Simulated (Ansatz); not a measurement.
# CH4Si2 (SMILES C#[Si][SiH3]): functionals against CCSD(T) at one geometry

The task here is to estimate one member of a computed series from the others.

The runs use Ansatz 0.2.0, Gaussian basis; single points in def2-TZVPP.

Correlated methods freeze the cores.

### Starting geometry

SMILES `C#[Si][SiH3]`, 7 atoms, charge 0, spin multiplicity 1.

Atoms are counted from 1 here; the program's logs count them from 0.

Bond lengths: C1–Si2 1.676 Å, C1–H4 1.152 Å, Si2–Si3 2.338 Å, Si3–H5 1.442 Å, Si3–H6 1.499 Å, Si3–H7 1.249 Å. Angles: Si2–C1–H4 121.8°, C1–Si2–Si3 159.3°, Si2–Si3–H5 110.2°, Si2–Si3–H6 105.3°, Si2–Si3–H7 104.1°, H5–Si3–H6 106.0°, H5–Si3–H7 120.2°, H6–Si3–H7 110.0°.

Geometry (Å):

```xyz
7
CH4Si2
C    -1.5775   -1.9867   -0.4670
Si   -0.5676   -0.7734    0.0949
Si    0.8916    1.0531    0.0512
H    -2.1859   -2.6518    0.2503
H     0.8339    1.7061   -1.2328
H     0.3310    2.0320    1.0386
H     1.9721    0.5905    0.4733
```

The first run:

run/in.yaml reads:

```yaml
crystal:
  periodic: [false, false, false]
  atoms:
    - {symbol: C, position_ang: [-1.577500, -1.986700, -0.467000]}
    - {symbol: Si, position_ang: [-0.567600, -0.773400, 0.094900]}
    - {symbol: Si, position_ang: [0.891600, 1.053100, 0.051200]}
    - {symbol: H, position_ang: [-2.185900, -2.651800, 0.250300]}
    - {symbol: H, position_ang: [0.833900, 1.706100, -1.232800]}
    - {symbol: H, position_ang: [0.331000, 2.032000, 1.038600]}
    - {symbol: H, position_ang: [1.972100, 0.590500, 0.473300]}
basis:
  gaussian: {orbitals: def2-TZVPP}
correlation: {method: ccsd_t}
output: {forces: true}
```

No record of the launch command was kept for these runs.

Steps of the session up to this table: CCSD(T)/def2-TZVPP; PBE0-D4/def2-TZVPP; wB97M-V/def2-TZVPP; r2SCAN-D4/def2-TZVPP; PBE-D4/def2-TZVPP; revPBE-D4/def2-TZVPP; r2SCANh-D4/def2-TZVPP.

One table of the session follows, with a row left open; its other results are not shown here.

```
    method  RMS force component (eV/Å)  angle to CCSD(T) forces (°)  dipole (D)
   CCSD(T)                       2.321                    reference        3.19
   PBE0-D4                       2.343                          7.2        3.70
   wB97M-V                       2.326                         10.5        3.99
 r2SCAN-D4                       2.319                          5.3        3.54
    PBE-D4                       2.310                          4.2        3.40
 revPBE-D4                           ?                            ?           ?
r2SCANh-D4                       2.330                          6.6        3.64
```

Q: Estimate the row for revPBE-D4 from the others.

**Answer.** RMS force component (eV/Å): 2.315; angle to CCSD(T) forces (°): 3.8; dipole (D): 3.38. In the column «RMS force component (eV/Å)» it lies between PBE-D4 (2.310) and r2SCAN-D4 (2.319).
